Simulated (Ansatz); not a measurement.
# AlHN: the cost of one run

Computed with Ansatz 0.2.0, Gaussian basis. Level: def2-QZVPP, core rule «outside noble gas», up to 6 orbitals frozen.

The runs, in order: UHF; ROHF; CCSD(T) on UHF.

**1. The geometry**

The geometry is a PBE0/def2-TZVP stationary point (not a proven minimum) of the parent state, kept for this charge and spin.

3 atoms, charge 1, spin multiplicity 5.

Atoms are counted from 1 here; the program's logs count them from 0.

Bond lengths: Al1–N2 1.909 Å, N2–H3 1.029 Å. Angles: Al1–N2–H3 108.4°.

**2. UHF**

Input file in.yaml:

```yaml
crystal:
  periodic: [false, false, false]
  atoms:
    - {symbol: Al, position_ang: [0.000000, -0.031887, 0.689947]}
    - {symbol: N, position_ang: [0.000000, 0.120874, -1.212902]}
    - {symbol: H, position_ang: [0.000000, -0.826124, -1.614269]}
basis:
  gaussian: {orbitals: "def2-QZVPP.json"}
total_charge: 1
magnetization: {spin_polarized: true, initial_magnetization: 4}
hamiltonian: {xc: hf}
output: {orbitals: {seedname: orbitals}}
```

Started as:

```bash
> ansatz run in.yaml --threads 1 --pin off --events-out ev --progress --plain --max-ram 2393MiB
```

Q: Estimate wall time and peak memory on 1 thread of Arm Neoverse V2, shared host.

About 7.5 s, with a peak of 0.3 GiB.
